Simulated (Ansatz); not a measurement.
Heat of formation of C3H3 (propargyl radical) from total energies

C3H3: 6 atoms, total charge 0, spin state doublet. As SMILES, `[CH]=C=C`. The coordinates come from a PBE0-D4/def2-TZVP relaxation.

Total energies at U-wB97X/def2-SVPD (Ansatz 0.2.0); the atoms run unrestricted:

```
species    state  energy (Eh)
   C3H3  doublet  -115.879951
      C  triplet   -37.802346
      H  doublet    -0.500604
```

Harmonic wavenumbers at UPBE0-D4/def2-TZVP, in cm⁻¹: 359, 408, 472, 643, 690, 1025, 1100, 1451, 2017, 3166, 3260, 3474.

Measured heats of formation of the gaseous atoms at 298.15 K, in kJ/mol: C 716.9, H 218.0. Take 1 Eh = 2625.50 kJ/mol, 1 cm⁻¹ = 0.0119627 kJ/mol, RT = 2.479 kJ/mol.

What heat of formation follows?


1. Electronic atomisation energy: 3 × (-37.802346) + 3 × (-0.500604) − (-115.879951) = 0.971101 Eh = 2549.6 kJ/mol.
2. Zero-point energy: half the sum of the wavenumbers, 9032.5 cm⁻¹ = 108.1 kJ/mol.
3. Thermal vibrational enthalpy, Σ hcν̃/(exp(hcν̃/kT) − 1): 3.2 kJ/mol. Translation, rotation and pV of a non-linear molecule: 4 RT = 9.9 kJ/mol.
4. The 6 free atoms carry 5/2 RT each: 37.2 kJ/mol.
5. Spin-orbit coupling lowers the free atoms by 3 × 0.02 = 0.1 kJ/mol.
6. Atomisation enthalpy at 298 K: 2549.6 − 0.1 − 108.1 − 3.2 − 9.9 + 37.2 = 2465.5 kJ/mol.
7. Sum of the atoms' heats of formation: 2804.7 kJ/mol. Heat of formation: 2804.7 − 2465.5 = +339.2 kJ/mol.

The tabulated value is +351.5 kJ/mol (Active Thermochemical Tables), so this level is off by -12.3 kJ/mol, or 0.5 % of the atomisation enthalpy that the table implies (2453.1 kJ/mol). Anharmonicity and any spin-orbit splitting of the molecule are left out.
